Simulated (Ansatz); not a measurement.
Reaction (SMILES): Cl[C]Cl (closed-shell singlet) + 3 [H][H] (H2) → C (CH4) + 2 Cl (HCl)
B3LYP-D3(BJ)/def2-TZVP geometries, fixed; electronic energies without zero-point terms.
Largest species:
```
C
H 1 1.0892
H 1 1.0892 2 109.47
H 1 1.0892 2 109.47 3 120.00
H 1 1.0892 2 109.47 3 -120.00
```
Charge 0, spin multiplicity 1.

Basis-set convergence of the energy of full hydrogenation at PBE with Ansatz (a program for electronic structure). Cartesian d functions, on some or all atoms, in 6-31G*, 6-31G**, 6-31+G*; all else is spherical. The program fits the integrals of some runs and decomposes those of others, by size. No added dispersion term, no relativity. Functions are those of the species that has most. Reference: the value in pcseg-4, -124.66 kcal/mol, itself unsure by roughly 0.07 kcal/mol (its mean distance from aug-pcseg-3, aug-cc-pV(Q+d)Z, cc-pV(5+d)Z).

```tsv
basis	functions	energy of full hydrogenation (kcal/mol)
STO-3G	23	(withheld)
3-21G	35	-138.17
pcseg-0	35	-141.46
def2-SVP	50	-128.09
6-31G*	53	-121.64
6-31G**	53	-126.36
6-31+G*	65	-122.22
def2-SVPD	74	-135.10
aug-pcseg-1	77	-127.71
pcseg-2	98	-125.58
def2-TZVP	105	-122.40
def2-TZVPD	129	(withheld)
jun-cc-pV(T+d)Z	135	-125.12
aug-pcseg-2	146	(withheld)
aug-cc-pV(T+d)Z	156	(withheld)
def2-QZVPPD	221	-124.76
aug-pcseg-3	281	-124.72
cc-pV(5+d)Z	311	-124.68
```

Task: Some entries are withheld; supply them.

Result: 
- STO-3G, energy of full hydrogenation (kcal/mol): -118.12
- def2-TZVPD, energy of full hydrogenation (kcal/mol): -123.86
- aug-pcseg-2, energy of full hydrogenation (kcal/mol): -125.40
- aug-cc-pV(T+d)Z, energy of full hydrogenation (kcal/mol): -125.14
